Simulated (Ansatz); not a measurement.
A calculation with Ansatz (development build ahead of 0.2.0).

```yaml
crystal:
  periodic: [false, false, false]
  atoms:
    - { symbol: O, position_ang: [0.0, 0.0, 0.0] }
    - { symbol: O, position_ang: [0.0, 0.0, 1.568] }
basis:
  gaussian: { orbitals: "6-31G" }
total_charge: 1
magnetization:
  spin_polarized: true
  initial_magnetization: 1
hamiltonian:
  xc: pbe0
output:
  forces: true
```

The input is written out in the form of the current development build from the run's settings.

Output:

- Converged: yes
- Total energy: -149.53992 hartree
- Spin squared of the determinant: 1.689
- Stability test: minimum

Forces (eV/Å):
```
atom     Fx     Fy      Fz
  O1  0.000  0.000   4.076
  O2  0.000  0.000  -4.076
```

Caution: the unrestricted determinant is a mixture of spin states.
